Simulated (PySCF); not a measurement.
**Stretching CH**

Set-up: H aug-pcseg-1, C aug-pcseg-1; no relativity (PySCF 2.14). Energies in eV from H + C in their ground configurations at the same level. State: ²Π (doublet), unpaired electrons π ↑.

All columns are PBE. A positive dipole means H(−)C(+).

```json
{"R (Å)": "0.973", "E (eV)": "-3.096", "μ (D)": "-1.67", "Mulliken charge on H (basis-dependent)": "0.21", "HOMO (eV)": "-5.93", "LUMO (eV)": "-5.38", "Mayer bond order": "0.62", "⟨S²⟩": "0.75"}
{"R (Å)": "1.018", "E (eV)": "-3.371", "μ (D)": "-1.60", "Mulliken charge on H (basis-dependent)": "0.25", "HOMO (eV)": "-5.93", "LUMO (eV)": "-5.37", "Mayer bond order": "0.63", "⟨S²⟩": "0.75"}
{"R (Å)": "1.063", "E (eV)": "-3.538", "μ (D)": "-1.53", "Mulliken charge on H (basis-dependent)": "0.28", "HOMO (eV)": "-5.92", "LUMO (eV)": "-5.37", "Mayer bond order": "0.64", "⟨S²⟩": "0.75"}
{"R (Å)": "1.097", "E (eV)": "-3.606", "μ (D)": "-1.47", "Mulliken charge on H (basis-dependent)": "0.30", "HOMO (eV)": "-5.92", "LUMO (eV)": "-5.37", "Mayer bond order": "0.65", "⟨S²⟩": "0.75"}
{"R (Å)": "1.131", "E (eV)": "-3.636", "μ (D)": "-1.41", "Mulliken charge on H (basis-dependent)": "0.31", "HOMO (eV)": "-5.93", "LUMO (eV)": "-5.37", "Mayer bond order": "0.65", "⟨S²⟩": "0.75"}
{"R (Å)": "1.165", "E (eV)": "-3.633", "μ (D)": "-1.35", "Mulliken charge on H (basis-dependent)": "0.32", "HOMO (eV)": "-5.93", "LUMO (eV)": "-5.38", "Mayer bond order": "0.66", "⟨S²⟩": "0.75"}
{"R (Å)": "1.210", "E (eV)": "-3.590", "μ (D)": "-1.26", "Mulliken charge on H (basis-dependent)": "0.33", "HOMO (eV)": "-5.94", "LUMO (eV)": "-5.38", "Mayer bond order": "0.67", "⟨S²⟩": "0.75"}
{"R (Å)": "1.267", "E (eV)": "-3.486", "μ (D)": "-1.14", "Mulliken charge on H (basis-dependent)": "0.34", "HOMO (eV)": "-5.96", "LUMO (eV)": "-5.40", "Mayer bond order": "0.68", "⟨S²⟩": "0.75"}
{"R (Å)": "1.335", "E (eV)": "-3.312", "μ (D)": "-1.00", "Mulliken charge on H (basis-dependent)": "0.33", "HOMO (eV)": "-5.99", "LUMO (eV)": "-5.43", "Mayer bond order": "0.70", "⟨S²⟩": "0.75"}
{"R (Å)": "1.425", "E (eV)": "-3.027", "μ (D)": "-0.81", "Mulliken charge on H (basis-dependent)": "0.31", "HOMO (eV)": "-6.03", "LUMO (eV)": "-5.47", "Mayer bond order": "0.74", "⟨S²⟩": "0.75"}
```

A fit through these points gives, at Re = 1.145 Å, μ = -1.38 D and dμ/dR = 1.87 D/Å; the reduced mass is 0.9297 u.

Problem. How strong is the fundamental in the double-harmonic approximation, I = 42.26·(dμ/dR)²/μred km/mol?

Solution. I = 42.26·(1.87)²/0.9297 = 159 km/mol at PBE.

The state is the lowest determinant that a PBE0 search found; another state may lie lower at other levels.
